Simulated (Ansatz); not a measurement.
Loss of H2: C3H5F3 → C3H3F3 + H2

Species: C3H5F3 `CC(F)C(F)F`, singlet; C3H3F3 `C=C(F)C(F)F`, singlet; H2 (hydrogen), singlet. 

Shapes, held fixed at every level: PBE0-D4/def2-TZVP. Flexible molecules stand in one conformer, not always the lowest. Programs: Ansatz 0.2.0. The zero-point and thermal change to 298 K, harmonic and unscaled (PBE0-D4/def2-TZVP), is -28.5 kJ/mol.

**Question.** Estimate ΔH(298 K) of this reaction.

**Answer.** The highest level, CCSD(T)/CBS estimate, gives ΔH(298 K) = +143.9 kJ/mol; the levels span +133.5 to +153.0. The column of differences is taken from that level and isn't an error. No measured value is set beside it here. The CBS estimate extrapolates MP2 from def2-TZVPP and def2-QZVPP and adds CCSD(T) − MP2 in the triple-zeta set, cores frozen; for H2 it overshoots the exact energy by about 1 mEh. Times are processor times on shared x86 and Arm servers, and rough.

```
               level                   kind  ΔH(298 K) (kJ/mol)  less CCSD(T)/CBS estimate  CPU time (sum over the molecules)
   PBE-D4/def2-TZVPP                    GGA              +136.4                       -7.5                               17 s
 B3LYP-D4/def2-TZVPP          global hybrid              +133.5                      -10.4                               28 s
  PBE0-D4/def2-TZVPP          global hybrid              +153.0                       +9.1                               19 s
   B2PLYP/def2-TZVPP          double hybrid              +137.1                       -6.8                               34 s
      MP2/def2-TZVPP    perturbation theory              +146.9                       +3.0                                  –
    CCSD(T)/def2-SVP  coupled cluster or CI              +149.7                       +5.8                               62 s
  CCSD(T)/def2-TZVPP  coupled cluster or CI              +142.5                       -1.4                             25 min
CCSD(T)/CBS estimate  coupled cluster or CI              +143.9                        0.0                             27 min
```
